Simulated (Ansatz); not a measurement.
Coupled-cluster diagnostics for the cluster LiAl2, Ansatz.

Geometry of the doublet (PBE0-D4/def2-TZVP):

```xyz
3

Al   -0.520   -1.435    2.093
Al   -0.089    0.112    0.058
Li    0.609    1.323   -2.150
```

Correlated methods freeze 10 core orbitals; core or outer-core shells of Li are correlated, in sets that lack core-valence functions. Another isomer (doublet) lies 0.41 eV lower at PBE0-D4/def2-TZVP; other spin states weren't run for this one.

(1) Estimate the CCSD(T) correlation energy, the shares of MP2 and (T), T1 and the reference's ⟨S²⟩ for: charge 0, doublet, own geometry in def2-TZVPP; and the rough time on 4 threads of Arm Neoverse V2 on a shared host.

Results:

(1) 
```
                          state       basis  correlation (eV)  MP2 share (%)  (T) share (%)     T1  ⟨S²⟩ (pure)  wall time                      remarks
charge 0, doublet, own geometry  def2-TZVPP            -4.756           72.7            4.5  0.091  1.76 (0.75)      4.5 s  large T1, spin-contaminated
```
Customary marks for T1 are 0.02 (closed shells), 0.045 (open shells) and about 0.05 (3d metals). T1 exceeds 0.02 in 1 of 1 rows and 0.045 in 1; the higher it lies, the less the single-reference result can be trusted.
